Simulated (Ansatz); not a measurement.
Run this with Ansatz 0.2.0 through its Python package and show what comes out.

`scan_c2h3f2.py`
```python
"""Stretching a bond of C2H3F2, the rest held rigid."""

import ansatz as az
import numpy as np

BASIS = "def2-SVP"
XC = "r2SCAN"
DISPERSION = "d4"


def main() -> None:
    geometry_ang = [
        ("C", (-0.1311, 0.5907, -0.0324)),
        ("C", (0.1985, -0.7955, 0.0532)),
        ("F", (-0.7746, -1.7513, -0.0466)),
        ("F", (1.5717, -1.1268, 0.2047)),
        ("H", (0.5156, 1.2484, 0.5131)),
        ("H", (-1.1892, 0.8036, 0.346)),
        ("H", (-0.1297, 0.9629, -1.0838)),
    ]
    system = az.Crystal.molecule()
    for symbol, xyz in geometry_ang:
        system = system.atom(symbol, xyz)

    symbols = [site.symbol for site in system.cartesian_sites]
    start = np.array([site.position_ang for site in system.cartesian_sites])
    axis = (start[5] - start[0]) / np.linalg.norm(start[5] - start[0])
    moving = [5]
    lengths, energies = [0.97, 1.05, 1.14, 1.26, 1.43, 1.72, 2.06, 2.52], []
    for length in lengths:
        xyz = start.copy()
        xyz[moving] += (length - np.linalg.norm(start[5] - start[0])) * axis
        point = az.Crystal.molecule()
        for symbol, place in zip(symbols, xyz):
            point = point.atom(symbol, place.tolist())
        calculation = (
            point.calculation()
            .basis(gaussian=BASIS)
            .functional(XC, dispersion=DISPERSION)
            .spin("collinear", total=1)
            .scf(lower_state_search="light")
        )
        rep = calculation.run(threads=1).report
        energies.append(rep["free_energy_ev"])
        print(f"r = {length:6.3f} A  E = {energies[-1]:.5f} eV  <S^2> = {abs(rep['mean_field']['state']['spin_squared']):.3f}")

    print("energy above the lowest point (eV):", [round(e - min(energies), 3) for e in energies])


if __name__ == "__main__":
    main()
```

Running `python scan_c2h3f2.py` prints:
```text
r =  0.970 A  E = -7544.63774 eV  <S^2> = 0.758
r =  1.050 A  E = -7544.96440 eV  <S^2> = 0.758
r =  1.140 A  E = -7544.99321 eV  <S^2> = 0.758
r =  1.260 A  E = -7544.71154 eV  <S^2> = 0.758
r =  1.430 A  E = -7544.03480 eV  <S^2> = 0.759
r =  1.720 A  E = -7542.78702 eV  <S^2> = 0.777
r =  2.060 A  E = -7541.79672 eV  <S^2> = 0.944
r =  2.520 A  E = -7541.25611 eV  <S^2> = 1.049
energy above the lowest point (eV): [0.355, 0.029, 0.0, 0.282, 0.958, 2.206, 3.196, 3.737]
```

The settings weren't tested for convergence. The rest of the molecule is held rigid at a force-field or estimated start geometry, and the basis set is modest; single-reference methods fail as a bond breaks. The species is open-shell (spin multiplicity 2). The expectation value of S² is noticeably off S(S+1) in at least one run, so that state is spin-contaminated. Timing: 21 s on 1 thread of Intel(R) Xeon(R) Processor @ 2.30GHz, with other jobs on the host, peak memory 0.29 GiB.
